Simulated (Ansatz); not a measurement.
**C₅H₁₂O: a ladder of functionals and wavefunction methods**

The task here is to estimate one member of a computed series from the others.

Program: Ansatz 0.2.0, Gaussian basis. Level of theory: functionals in def2-TZVPP, the program's frozen cores in correlated methods. These are calculated values, not measurements.

Plan: LDA (SPW92), PBE-D4, revPBE-D4, BLYP-D4, r2SCAN-D4, B97M-V, PBE0-D4, B3LYP-D4, r2SCANh-D4, r2SCAN0-D4, HSE06-D4, BHLYP-D4, CAM-B3LYP-D4, LC-ωPBE, ωB97X-V, ωB97M-V, B2PLYP, PBE-QIDH; CCSD(T)/def2-SVP; CCSD(T)/def2-TZVPP; MP2/def2-QZVPP; extrapolation to the limit; RPA on PBE.

### The geometry

The geometry comes from an earlier relaxation with PBE0-D4 in a triple-zeta def2 set; it is a stationary point, not always the lowest conformer.

SMILES `CC(C)(C)CO`, 18 atoms, charge 0, spin multiplicity 1.

Atoms are counted from 1 here; the program's logs count them from 0.

Bond lengths: C1–C2 1.524 Å, C1–H7 1.094 Å, C1–H8 1.092 Å, C1–H9 1.093 Å, C2–C3 1.524 Å, C2–C4 1.526 Å, C2–C5 1.531 Å, C3–H10 1.094 Å, C3–H11 1.093 Å, C3–H12 1.094 Å, C4–H13 1.095 Å, C4–H14 1.094 Å, C4–H15 1.093 Å, C5–O6 1.411 Å, C5–H16 1.100 Å, C5–H17 1.094 Å, O6–H18 0.960 Å. Angles: C2–C1–H7 110.9°, C2–C1–H8 110.8°, C2–C1–H9 110.9°, H7–C1–H8 107.9°, H7–C1–H9 107.9°, H8–C1–H9 108.4°, C1–C2–C3 110.1°, C1–C2–C4 109.9°, C1–C2–C5 109.7°, C3–C2–C4 109.6°, C3–C2–C5 107.7°, C4–C2–C5 109.9°, C2–C3–H10 111.4°, C2–C3–H11 110.8°, C2–C3–H12 111.1°, H10–C3–H11 107.8°, H10–C3–H12 107.9°, H11–C3–H12 107.7° and more.

The first run:

File in.yaml:

```yaml
crystal:
  periodic: [false, false, false]
  atoms:
    - {symbol: C, position_ang: [-0.341712, -1.384150, 0.649448]}
    - {symbol: C, position_ang: [0.138037, -0.083255, 0.015936]}
    - {symbol: C, position_ang: [1.631694, 0.098452, 0.260304]}
    - {symbol: C, position_ang: [-0.135538, -0.104699, -1.485103]}
    - {symbol: C, position_ang: [-0.585912, 1.102083, 0.659703]}
    - {symbol: O, position_ang: [-1.989687, 1.074085, 0.523080]}
    - {symbol: H, position_ang: [-0.102474, -1.409817, 1.716368]}
    - {symbol: H, position_ang: [-1.423310, -1.490127, 0.546197]}
    - {symbol: H, position_ang: [0.136370, -2.246615, 0.177011]}
    - {symbol: H, position_ang: [2.001117, 1.021122, -0.197052]}
    - {symbol: H, position_ang: [2.197993, -0.734454, -0.164481]}
    - {symbol: H, position_ang: [1.853718, 0.140425, 1.330545]}
    - {symbol: H, position_ang: [0.162465, 0.837254, -1.956670]}
    - {symbol: H, position_ang: [-1.194080, -0.279407, -1.698869]}
    - {symbol: H, position_ang: [0.424103, -0.909334, -1.968869]}
    - {symbol: H, position_ang: [-0.173064, 2.038074, 0.254822]}
    - {symbol: H, position_ang: [-0.392502, 1.099901, 1.736394]}
    - {symbol: H, position_ang: [-2.207211, 1.230461, -0.398765]}
basis:
  gaussian: {orbitals: def2-TZVPP}
hamiltonian: {xc: lda}
output: {orbitals: {seedname: orbitals}}
```

Command:

```sh
> ansatz run in.yaml --threads 2 --pin off --events-out ev --progress --plain --max-ram 22528MiB --backend cuda --devices 0, --max-vram 18GiB
```

Among the steps run: LDA; PBE-D4 (GGA); revPBE-D4 (GGA); BLYP-D4 (GGA); r2SCAN-D4 (meta-GGA); B97M-V (meta-GGA); B3LYP-D4 (hybrid); r2SCANh-D4 (hybrid); r2SCAN0-D4 (hybrid); HSE06-D4 (hybrid); BHLYP-D4 (hybrid); CAM-B3LYP-D4 (range-separated); LC-ωPBE (range-separated); ωB97X-V (range-separated); ωB97M-V (range-separated); B2PLYP (double hybrid); PBE-QIDH (double hybrid).

One of the session's tables, all rows but one given; the rest of the session is left out.

It belongs to the step «Frontier levels by functional». 

```
  functional  HOMO (eV)  LUMO (eV)  gap (eV)
 LDA (SPW92)      -6.28      -0.18      6.09
      PBE-D4      -6.12       0.02      6.14
   revPBE-D4      -6.05       0.13      6.18
     BLYP-D4      -6.04       0.01      6.06
   r2SCAN-D4      -6.44       0.70      7.14
      B97M-V          ?          ?         ?
     PBE0-D4      -7.70       0.85      8.55
    B3LYP-D4      -7.48       0.51      7.99
  r2SCANh-D4      -7.03       0.95      7.98
  r2SCAN0-D4      -7.92       1.29      9.22
    HSE06-D4      -7.29       0.48      7.77
    BHLYP-D4      -9.23       1.46     10.69
CAM-B3LYP-D4      -9.18       1.61     10.79
     LC-ωPBE     -10.49       2.93     13.41
     ωB97X-V     -10.18       2.69     12.87
     ωB97M-V     -10.11       2.28     12.40
```

Estimate the missing values for B97M-V.

**Answer.** HOMO (eV): -6.62; LUMO (eV): 0.15; gap (eV): 6.77. In the column «HOMO (eV)» it lies between r2SCANh-D4 (-7.03) and r2SCAN-D4 (-6.44).
